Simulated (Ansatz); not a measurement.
**Match the barriers**

Saddle point of C2H8Si, closed shell (C₂H₄ (C=C) + SiH₄ → C₂H₈Si (CC[SiH3]); bonds formed: Si1–C6, H2–C7; bonds broken: Si1–H2), PBE0-D4/def2-TZVP structure:

| atom | x (Å) | y (Å) | z (Å) |
| --- | --- | --- | --- |
| Si1 | -0.7583 | 0.8413 | -0.4888 |
| H2 | 0.7056 | 0.5285 | -1.0671 |
| H3 | -1.2440 | -0.3480 | -1.2555 |
| H4 | -1.8425 | 1.8139 | -0.9187 |
| H5 | -0.0981 | 1.7184 | 0.5276 |
| C6 | -0.0814 | -0.7229 | 0.8886 |
| C7 | 1.0253 | -0.6031 | 0.0426 |
| H8 | -0.0452 | -0.2789 | 1.8743 |
| H9 | -0.7526 | -1.5623 | 0.7672 |
| H10 | 1.8993 | -0.0505 | 0.3688 |
| H11 | 1.1920 | -1.3363 | -0.7389 |

Computed with Ansatz 0.2.0 (basis: def2-TZVPP, with def2-QZVPP for the basis limit); correlated methods freeze the cores. Extrapolation: Hartree–Fock as exp(−7.88 √X), correlation as X^−2.97. Four methods, as single points on the PBE0-D4 structures, gave these electronic barriers from the start structure: 1.364, 1.931, 2.301, 3.184 eV.

Question: The methods were, in alphabetical order, CCSD(T), HF, r2SCAN-D4, SPW92. Which gave which? (Judge from chemistry; the calculation decides.)

Answer: The calculation gives: SPW92 1.364; r2SCAN-D4 1.931; CCSD(T) 2.301; HF 3.184 eV. For comparison, CCSD(T) at an estimated basis limit (MP2 extrapolated from triple and quadruple zeta, plus CCSD(T) − MP2 in triple zeta) gives 2.272 eV.

T1 diagnostic: at most 0.017.

For scale, one of the runs: CCSD(T)/def2-TZVPP, 216 basis functions, launched by `ansatz run in.yaml --threads 2 --pin off --events-out ev --progress --plain --max-ram 4352MiB`. The run took 74 s on 2 CPU threads of an Arm Neoverse V1 (shared host), with 3.1 GiB of host memory at its peak.
